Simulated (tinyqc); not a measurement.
A ladder of methods, and size consistency: correlation methods against full CI in the sto-3g basis, for HF, spin multiplicity 1. Computed by the program tinyqc with PySCF. All electrons correlated; +Q is the Davidson correction (1 - c0^2) E_corr. The last columns treat two copies 100 angstrom apart as one system. FCI is the lowest singlet.

Geometry (angstrom):
```
atom       x       y       z
F     0.0000  0.0000  0.0000
H     0.0000  0.0000  1.1790
```

RHF energy of one = -98.529766 hartree

Correlation energies (hartree):
```
method   E_corr of one  share of FCI (%)  E_corr of two at 100 angstrom  two minus twice one (mhartree)
MP2          -0.031679           60.4363                      -0.063357                          0.0000
CISD         -0.052417          100.0000                      -0.100384                          4.4492
CISD+Q       -0.054844          104.6319                      -0.108552                          1.1365
CCSD         -0.052417          100.0000                      -0.104833                          0.0000
CCSD(T)      -0.052417          100.0000                      -0.104833                          0.0000
FCI          -0.052417          100.0000                              -                               -
```

What does the comparison show, and why?

MP2 recovers 60 %, CISD 100.0 % and CCSD 100.0 % of the FCI value (c0^2 = 0.954 in CISD). MP2 and coupled cluster are size consistent, so their last column vanishes; CISD loses 4.45 mhartree, since a double excitation on each copy is a quadruple of the pair, and the Davidson correction leaves +1.14. With two electrons, or one virtual orbital, CISD and CCSD are exact for one copy, so +Q overshoots there.
